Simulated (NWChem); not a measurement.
# N2O (nitrous oxide): PBE0/MIDI!

Aim: the vertical ionisation energy of N2O (nitrous oxide) at PBE0/MIDI!, from 2 runs. 

The results are computed with NWChem 7.3.0.

3 further runs of the same task are left out: 3 set aside as unsound or not needed.

**1. The molecule**

N2O has 3 atoms, charge 0, and is taken as a singlet. SMILES: `N#[N+][O-]`. The shape is that of a PBE0-D4/def2-TZVP optimisation.

Bond lengths: N1–N2 1.118 Å, N2–O3 1.174 Å. Angles: N1–N2–O3 180.0°.

**2. A single-point energy at PBE0/MIDI!**

m1.nw

```
START m1
TITLE "N2O"
memory total 2200 mb

GEOMETRY units au noautosym nocenter noautoz
   N  -0.96697286  1.89218277 -0.31728502
   N  -0.01587370  0.03118048 -0.00529123
   O   0.98284656 -1.92336325  0.32257625
END

BASIS "ao basis" spherical bse
   * library "MIDI!"
END

DFT
   xc pbe0
   grid fine
   convergence energy 1e-08
   maxiter 100
   mulliken
   print low
END

TASK dft energy
```

Run with:

```
$ nwchem m1.nw > m1.out
```

Output:

```text
[...]
 d= 0,ls=0.0,diis     1   -183.3490696389 -2.45D+02  2.55D-02  1.17D+00     0.2
[...]
 d= 0,ls=0.0,diis     8   -183.4591351706  9.97D-09  5.64D-06  1.50D-07     1.1
         Total DFT energy =     -183.459135170558
      One electron energy =     -370.883552098478
           Coulomb energy =      148.063939014533
    Exchange-Corr. energy =      -21.987383784076
 Nuclear repulsion energy =       61.347861697463
[...]
      Total Density - Mulliken Population Analysis
     ---------------------------------------------
    Atom       Charge   Shell Charges
 -----------   ------   -------------------------------------------------------
    1 N    7     7.15   1.99  0.97  0.93  1.60  1.62  0.06
    2 N    7     6.53   1.99  0.93  0.28  1.75  1.45  0.13
    3 O    8     8.32   1.99  1.01  0.93  2.01  2.33  0.05
[...]
```

It took 1.6 s on 1 thread of Intel Xeon Platinum 8488C (Sapphire Rapids), shared host; peak memory 0.11 GiB.

**3. The doublet cation**

run.nw

```
echo
start run
title "N2O"
memory total 2200 mb
charge 1
geometry units angstrom noautosym nocenter noautoz
N       -0.511700       1.001300      -0.167900
N       -0.008400       0.016500      -0.002800
O        0.520100      -1.017800       0.170700
end
basis spherical bse
* library "MIDI!"
end
dft
xc pbe0
mult 2
grid fine
convergence energy 1e-08
iterations 100
mulliken
print low
end
task dft
```

Run with:

```
$ nwchem run.nw > run.out
```

Output:

```text
[...]
 d= 0,ls=0.0,diis     1   -182.9351967207 -2.44D+02  1.08D-02  1.50D-01     0.3
[...]
 d= 0,ls=0.0,diis    13   -182.9963688722 -1.79D-09  7.14D-07  1.14D-10     2.7
[...]
         Total DFT energy =     -182.996368872182
      One electron energy =     -362.162726958468
           Coulomb energy =      139.364938577614
    Exchange-Corr. energy =      -21.546446664882
 Nuclear repulsion energy =       61.347866173554
[...]
      Total Density - Mulliken Population Analysis
     ---------------------------------------------
    Atom       Charge   Shell Charges
 -----------   ------   -------------------------------------------------------
    1 N    7     6.67   1.99  1.07  0.78  1.50  1.27  0.07
    2 N    7     6.45   1.99  0.95  0.23  1.78  1.40  0.11
    3 O    8     7.88   1.99  1.09  0.84  1.93  1.96  0.06
[...]
      <S2> =      0.7714 (Exact =     0.7500)
[...]
```

It took 3.3 s on 1 thread of Intel Xeon Platinum 8488C (Sapphire Rapids), shared host; peak memory 0.11 GiB.

**4. Summary of results**

Level: PBE0/MIDI!.

| quantity | value |
| --- | --- |
| singlet N2O: total energy | -183.45914 Eh |
| doublet cation: total energy | -182.99637 Eh |
| doublet cation: ⟨S²⟩ | 0.771 |
| vertical ionisation energy (to the doublet cation) | 12.593 eV |

In words: The vertical ionisation energy comes to 12.59 eV (1215 kJ/mol).
